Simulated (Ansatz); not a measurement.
# Two structures, one formula

Two relaxed structures of CH$_{4}$Si$_{2}$, singlet (PBE0-D4/def2-TZVP; forces vanish, vibrations not checked).

A:

```xyz
7
angstrom
C -0.2215 -0.2383 0.1015
Si 0.6342 1.1678 0.9309
Si 0.8763 -1.3054 -0.6730
H -1.2878 -0.4460 0.1253
H 2.3228 -1.0066 -0.6995
H -0.6072 1.7571 1.6059
H 0.5268 -2.5806 -1.3488
```

B:

```tsv
atom	x (Å)	y (Å)	z (Å)
C1	-0.2418	0.5054	-0.6957
Si2	0.2409	0.8763	1.0656
Si3	1.3517	-0.5352	-0.4215
H4	-1.0891	-0.1916	-0.7393
H5	-0.3185	1.2147	-1.5174
H6	-0.7296	0.4595	2.1053
H7	0.8332	2.2142	1.3116
```

Computed with Ansatz 0.2.0 (basis: def2-TZVPP); correlated methods freeze the cores. B3LYP uses VWN-RPA correlation.

Problem. Which structure is lower at CCSD(T), and by how much? (Judge from chemistry; the value comes from the calculation.)

Solution. The calculation gives: B, by 0.459 eV (electronic energy, against the other). By their contacts, A is CH₄Si₂ ([SiH][CH][SiH2]) and B is CH₄Si₂ ([CH2]1[Si][SiH2]1).

All methods give the same order:

```tsv
method	E(B) − E(A) (eV)
PBE-D4	-0.575
r2SCAN-D4	-0.558
PBE0-D4	-0.618
B3LYP-D4	-0.386
wB97M-V	-0.497
HF	-0.339
MP2	-0.414
CCSD	-0.474
CCSD(T)	-0.459
```

T1 diagnostic: at most 0.016. The restricted Hartree–Fock reference is unstable towards an unrestricted one at one or more of these structures.

Labels in which every atom is bracketed show which atoms are joined, not bond orders.

For scale, one of the runs: CCSD(T)/def2-TZVPP, 171 basis functions, launched by `ansatz run in.yaml --threads 2 --pin off --events-out ev --progress --plain --max-ram 4352MiB`. Hardware: 2 CPU threads of an Arm Neoverse V2, shared host. Wall time 15 s; peak host memory 1.3 GiB.
